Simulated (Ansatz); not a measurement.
# C2H6S: the cost of one run

Computed with Ansatz 0.2.0 (the levels named in each step, unless a step's input says otherwise).

**1. The system as given**

Bond lengths: C1–C2 1.516 Å, C2–S3 1.829 Å, C1–H4 1.088 Å, C1–H5 1.089 Å, C1–H6 1.088 Å, C2–H7 1.089 Å, C2–H8 1.090 Å, S3–H9 1.332 Å. Angles: C1–C2–S3 112.3°, C1–C2–H7 111.2°, C1–C2–H8 111.7°, S3–C2–H7 104.5°, S3–C2–H8 107.8°, H7–C2–H8 109.0°, C2–C1–H4 109.9°, C2–C1–H5 110.8°, C2–C1–H6 110.4°, H4–C1–H5 108.6°, H4–C1–H6 108.6°, H5–C1–H6 108.5°, C2–S3–H9 96.0°.

As a file:

```xyz
9

C    -1.5263    0.8072   -0.2723
C    -0.6376   -0.4042   -0.4743
S     0.9807   -0.2231    0.3595
H    -2.4982    0.6336   -0.7303
H    -1.0819    1.6915   -0.7259
H    -1.6709    0.9996    0.7882
H    -1.0776   -1.2946   -0.0266
H    -0.4484   -0.5943   -1.5309
H     1.3642    0.8604   -0.3129
```

**2. A rough first relaxation, PBE-D4/def2-SVP**

Input file input.yaml:

```yaml
crystal:
  periodic: [false, false, false]
  atoms:
    - { symbol: C, position_ang: [-1.52625, 0.80722, -0.27235] }
    - { symbol: C, position_ang: [-0.63757, -0.40423, -0.47433] }
    - { symbol: S, position_ang: [0.98066, -0.22313, 0.35948] }
    - { symbol: H, position_ang: [-2.49822, 0.63357, -0.73026] }
    - { symbol: H, position_ang: [-1.08188, 1.69153, -0.72589] }
    - { symbol: H, position_ang: [-1.67086, 0.99958, 0.78822] }
    - { symbol: H, position_ang: [-1.07765, -1.29457, -0.02658] }
    - { symbol: H, position_ang: [-0.44838, -0.59427, -1.53089] }
    - { symbol: H, position_ang: [1.36424, 0.86037, -0.3129] }
basis:
  gaussian: { orbitals: def2-SVP }
hamiltonian:
  xc: pbe
  dispersion: d4
relax:
  f_tol: 0.03
  max_steps: 200
```

The run is started by

```bash
$ ansatz run input.yaml --threads 4 --pin off --max-ram 10240MiB --backend cpu --events-out ev --progress --plain --runs-dir out
```

Q: Estimate wall time and peak memory on 4 threads of Arm Neoverse V1, shared host.

About 3.2 s, with a peak of 0.14 GiB.
